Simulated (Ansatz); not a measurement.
System: chloroform, CHCl$_{3}$ (charge 0, singlet). SMILES: ClC(Cl)Cl
Geometry: optimised at B3LYP-D3(BJ)/def2-TZVP (Ansatz, a quantum-chemistry and plane-wave program).

Parts of the frozen-core correlation energy in STO-3G (Ansatz, hartree). Frozen orbitals: 16; correlated occupied orbitals by spin: 13 and 13; virtual: 4 and 4. No spin-orbit coupling. Non-relativistic.

```tsv
term	value
reference (HF)	-1401.69602
MP2 opposite-spin	-0.07293
MP2 same-spin	-0.01254
CCSD correlation	-0.10532
(T)	-0.00155
FCI minus CCSD(T)	-0.00051
T1 diagnostic	0.006
largest doubles amplitude	0.062
```
